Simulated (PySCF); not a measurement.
# Working out the ionisation energy of P

P [Ne] 3s2 3p3 (4S) → P⁺ [Ne] 3s2 3p2 (3P). All numbers are calculated (PySCF 2.14, no relativity, point nucleus, in aug-cc-pV(T+d)Z (6s5p4d2f, 55 functions)). Frozen: [Ne]. Energies in hartree (1 hartree = 27.21139 eV):

```csv
part,P (lower),P⁺ (upper)
UHF,-340.716492,-340.352275
MP2 opposite-spin,-0.061279,-0.052271
MP2 same-spin,-0.023156,-0.010614
```

Question: What does Hartree-Fock give?

Answer: (-340.352275) − (-340.716492) = 0.364217 hartree = 9.911 eV.

Question: What do MP2 and SCS-MP2 (6/5 opposite-spin, 1/3 same-spin) give?

Answer: The opposite-spin parts differ by 0.245 eV and the same-spin parts by 0.341 eV. MP2: 9.911 + (0.245) + (0.341) = 10.497 eV. SCS-MP2: 9.911 + 1.2 × (0.245) + (0.341)/3 = 10.319 eV.

Measured between the centres of the two terms (NIST): 10.526 eV, so MP2 (valence) is off by -0.029 eV.

What remains against the reference includes basis incompleteness, the frozen core and correlation beyond second order.
